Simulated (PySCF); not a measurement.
C₃H₉PS.
Atom-mapped SMILES: `[CH3:1][P:2]([CH3:3])([CH3:4])=[S:5]` (hydrogens: H6, H7, H8 on C1; H9, H10, H11 on C3; H12, H13, H14 on C4)

Cartesian coordinates in Å at the PBE0-D3(BJ)/def2-SVP level; atoms count from 1:
```
atom  x, y, z in Å
C1    -0.215    1.557   -0.568
P2     0.231    0.158    0.513
C3     1.329   -0.872   -0.515
C4    -1.304   -0.815    0.649
S5     0.998    0.683    2.226
H6    -0.643    1.218   -1.523
H7    -0.939    2.188   -0.034
H8     0.690    2.152   -0.752
H9     1.583   -1.779    0.052
H10    0.858   -1.147   -1.472
H11    2.256   -0.311   -0.701
H12   -1.705   -1.092   -0.338
H13   -2.043   -0.216    1.200
H14   -1.089   -1.720    1.235
```

Computed with PBE0-D3(BJ)/def2-SVP geometry optimisation, gas phase (PySCF 2.14.0).

Masses are those of the commonest isotopes; rigid-rotor values at the optimised geometry. 

Problem. What are A, B and C (MHz)?

Solution. Ia = 141.49, Ib = 216.57, Ic = 216.64 u·Å²; 505379 MHz·u·Å²/I gives A = 3572, B = 2334, C = 2333 MHz.

Problem. Classify the top.

Solution. A prolate symmetric top, as the point group C3v requires two equal moments; the computed ones differ by 0.03 % because the geometry is symmetric only within the optimiser's tolerance; Ray's κ = -0.999.

Problem. Where do the R-branch lines fall?

Solution. The dipole of 4.75 D lies along the symmetry axis, so ΔK = 0 and J+1 ← J falls at 2B(J+1) for every K: 4.67 GHz, 9.33 GHz, 14.00 GHz, 18.67 GHz, 23.33 GHz for J = 0 to 4.

Problem. Estimate the classical rotational partition function at 200 K, 298.15 K and 500 K.

Solution. Point group C3v, symmetry number σ = 3; q = (√π/σ)·√((kT/h)³/(ABC)), k/h = 20836.6 MHz/K: 36000 at 200 K, 65600 at 298.15 K, 142000 at 500 K.

Whether it is a minimum is left open (no frequencies). Constants of a rigid frame at the computed geometry: no zero-point averaging, no centrifugal distortion.

Hardware: Arm Neoverse V1, one thread, on a shared host. Cost: 57 s wall, 0.51 GiB resident at most. That covers the optimisation of the geometry.
